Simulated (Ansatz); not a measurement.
# SiClF: vertical ionisation energy

The task here is to estimate one member of a computed series from the others.

Computed with Ansatz 0.2.0, Gaussian basis. Level: unrestricted cation, the program's frozen cores in correlated methods.

Plan: UKS PBE-D4/def2-TZVPP; UKS r2SCAN-D4/def2-TZVPP; UKS PBE0-D4/def2-TZVPP; UKS B3LYP-D4/def2-TZVPP; UKS wB97X-V/def2-TZVPP; UKS wB97M-V/def2-TZVPP; UKS B2PLYP/def2-TZVPP; UHF-CCSD(T)/def2-TZVPP; UHF-CCSD(T)/def2-QZVPP; extrapolation to the limit; then −ε(HOMO) from the neutral's earlier runs with LDA (SPW92), PBE-D4, revPBE-D4, BLYP-D4, r2SCAN-D4, B97M-V, PBE0-D4, B3LYP-D4, r2SCANh-D4, r2SCAN0-D4, HSE06-D4, BHLYP-D4, CAM-B3LYP-D4, LC-ωPBE, ωB97X-V, ωB97M-V.

## Structure used throughout

All runs share one geometry, relaxed beforehand with PBE0-D4 in a triple-zeta def2 set.

3 atoms, charge 0, spin multiplicity 1.

Atoms are counted from 1 here; the program's logs count them from 0.

Bond lengths: F1–Si2 1.603 Å, Si2–Cl3 2.080 Å. Angles: F1–Si2–Cl3 100.6°.

The first run:

in.yaml reads:

```yaml
crystal:
  periodic: [false, false, false]
  atoms:
    - {symbol: F, position_ang: [0.627695, -1.227554, 0.202238]}
    - {symbol: Si, position_ang: [-0.607876, -0.382270, -0.371096]}
    - {symbol: Cl, position_ang: [-0.030820, 1.545023, 0.155558]}
basis:
  gaussian: {orbitals: def2-TZVPP}
total_charge: 1
magnetization: {spin_polarized: true, initial_magnetization: 1}
hamiltonian: {xc: pbe, dispersion: d4}
```

Run with:

```console
ansatz run in.yaml --threads 2 --pin off --events-out ev --progress --plain --max-ram 22528MiB --backend cpu
```

Steps of the session up to this table: Cation, UKS PBE-D4/def2-TZVPP; Cation, UKS r2SCAN-D4/def2-TZVPP; Cation, UKS PBE0-D4/def2-TZVPP; Cation, UKS B3LYP-D4/def2-TZVPP; Cation, UKS wB97X-V/def2-TZVPP; Cation, UKS wB97M-V/def2-TZVPP; Cation, UKS B2PLYP (frozen core)/def2-TZVPP; Cation, UHF-CCSD(T)/def2-TZVPP; Cation, UHF-CCSD(T)/def2-QZVPP.

One table of the session follows, with a row left open; its other results are not shown here.

It belongs to the step «Ionisation energies side by side». Orbital estimates, from the neutral's runs:

| functional | −ε(HOMO) (eV) |
| --- | --- |
| LDA (SPW92) | 6.96 |
| PBE-D4 | 6.83 |
| revPBE-D4 | 6.78 |
| BLYP-D4 | 6.70 |
| r2SCAN-D4 | 7.06 |
| B97M-V | 7.13 |
| PBE0-D4 | 7.98 |
| B3LYP-D4 | 7.79 |
| r2SCANh-D4 | 7.49 |
| r2SCAN0-D4 | ? |
| HSE06-D4 | 7.58 |
| BHLYP-D4 | 9.02 |
| CAM-B3LYP-D4 | 9.30 |
| LC-ωPBE | 10.58 |
| ωB97X-V | 10.24 |
| ωB97M-V | 10.08 |

Estimate the missing values for r2SCAN0-D4.

Worked estimate for «−ε(HOMO) (eV)». Against the share of exact exchange, r2SCAN-D4 (0, 7.06), r2SCANh-D4 (0.1, 7.49) give a slope of 4.30 per unit share; at 0.25 the line stands at 8.13.

**Answer.** −ε(HOMO) (eV): 8.12. In «−ε(HOMO) (eV)» the line misses by +0.01.
